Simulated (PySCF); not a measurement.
Input for PySCF: R-B3LYP/6-311+G** on CH3F (SMILES CF).

```python
from pyscf import gto, scf, dft, mp
from pyscf.data.elements import chemcore

mol = gto.M(
    atom='''
    C    -0.63207400    0.00000100   -0.00000000
    F     0.74911700    0.00000200   -0.00000200
    H    -0.98318200   -0.33848900    0.97262500
    H    -0.98322200    1.01155300   -0.19317200
    H    -0.98320300   -0.67308400   -0.77943700
    ''',
    basis='6-311+g**',
    charge=0, spin=0, verbose=3, max_memory=1800)
mf = dft.RKS(mol, xc='b3lyp')
mf.conv_tol = 1e-8
mf.max_cycle = 100
mf.kernel()
if not mf.converged:
    mf = mf.newton().run(mf.mo_coeff, mf.mo_occ)
```

What total energy does the run end on?

-139.7912 hartree.
